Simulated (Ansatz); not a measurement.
Ansatz (an electronic-structure program) input (wB97X-V/def2-TZVPD):

Ansatz 0.2 input:
```yaml
crystal:
  periodic: [false, false, false]
  atoms:
    - {symbol: Si, position_ang: [0.00120404, 0.00180886, 1.38646730]}
    - {symbol: Si, position_ang: [-0.00120404, -0.00180886, -1.38646730]}
    - {symbol: H, position_ang: [0.00036886, 1.45904824, 1.58578438]}
    - {symbol: H, position_ang: [-1.25989583, -0.72729025, 1.58973123]}
    - {symbol: H, position_ang: [1.26366332, -0.72554387, 1.58753743]}
    - {symbol: H, position_ang: [-0.02742193, -1.45881578, -1.58576119]}
    - {symbol: H, position_ang: [-1.24993550, 0.74885627, -1.58757977]}
    - {symbol: H, position_ang: [1.27322108, 0.70374539, -1.58971209]}
basis:
  gaussian:
    orbitals: def2-TZVPD
hamiltonian:
  xc: {name: wB97X-V}
total_charge: 1
magnetization: {spin_polarized: true, initial_magnetization: 1}
output: {forces: true}
```

Output:

```
Functional definition: wB97X-V
integrals: 0.08 GiB planned
874 factors; their error is unknown
integrals: 0.11 GiB planned
356 factors; integrals over basis functions are off by at most 5.3e-6 eV
mean field: 0.93 GiB planned
mean field evaluation 1: about -15840.5449 eV, gradient 6.4e0 eV
mean field evaluation 2: about -15840.9271 eV, gradient 1.7e0 eV
mean field evaluation 4: about -15840.9647 eV, gradient 1.5e-1 eV
mean field evaluation 8: about -15840.9709 eV, gradient 1.5e-2 eV
mean field -15840.97087189 eV, -582.1449421463 hartree, gradient 4.1e-5 eV, S^2 0.752241; 0 other end points of the search recorded, 0 dependent functions left out
the calculation of the forces begins
reference -15840.97087022 eV, -582.1449420849 hartree; 17, 16 occupied and 123, 124 virtual orbitals, 874 factors
Total energy: -15840.97087022 eV, -582.1449420849 hartree
Atom 0 at     0.001204     0.001809     1.386467 Å, force    -0.000236    -0.000402    -0.328597 eV/Å
Atom 1 at    -0.001204    -0.001809    -1.386467 Å, force     0.000237     0.000400     0.328597 eV/Å
Atom 2 at     0.000369     1.459048     1.585784 Å, force     0.000564     0.028764     0.016280 eV/Å
Atom 3 at    -1.259896    -0.727290     1.589731 Å, force    -0.025170    -0.013907     0.016295 eV/Å
Atom 4 at     1.263663    -0.725544     1.587537 Å, force     0.024652    -0.014791     0.016312 eV/Å
Atom 5 at    -0.027422    -1.458816    -1.585761 Å, force     0.000001    -0.028768    -0.016277 eV/Å
Atom 6 at    -1.249936     0.748856    -1.587580 Å, force    -0.024938     0.014304    -0.016315 eV/Å
Atom 7 at     1.273221     0.703745    -1.589712 Å, force     0.024891     0.014399    -0.016295 eV/Å
Dipole moment:     0.000000    -0.000000     0.000000 e Å
```
